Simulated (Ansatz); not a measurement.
```yaml
crystal:
  periodic: [false, false, false]
  atoms:
    - {symbol: O, position_ang: [0.000000, 0.000000, 0.000000]}
    - {symbol: Se, position_ang: [0.000000, 0.000000, 1.729800]}
basis:
  gaussian: {orbitals: def2-TZVP}
magnetization: {spin_polarized: true, initial_magnetization: 2}
hamiltonian: {xc: pbe0}
relax: {f_tol: 0.004, max_steps: 80}
```

```sh
$ ansatz run in.yaml --threads 1 --pin off --events-out ev --progress --plain --max-ram 2176MiB
```

Steps of the relaxation (energy above the last step; positions in Å, forces in eV/Å):

```
2
step 1, 182.7 meV
O     0.000    0.000    0.000    0.000    0.000    3.444
Se    0.000    0.000    1.730    0.000    0.000   -3.444
```

```
2
step 2, 27.1 meV
O     0.000    0.000    0.031    0.000    0.000    1.486
Se    0.000    0.000    1.699    0.000    0.000   -1.486
```

```
2
step 3, 1.1 meV
O     0.000    0.000    0.052    0.000    0.000   -0.323
Se    0.000    0.000    1.678    0.000    0.000    0.323
```

```
2
step 4, 0.0 meV
O     0.000    0.000    0.048    0.000    0.000   -0.003
Se    0.000    0.000    1.681    0.000    0.000    0.003
```

Close pairs at the end: O1–Se2 1.633 Å.

A stationary point of unrestricted PBE0 after 4 steps, with ⟨S²⟩ = 2.011 against 2.00 for a pure state. 6.5 s on 1 thread of Intel Xeon 6975P-C, shared host.
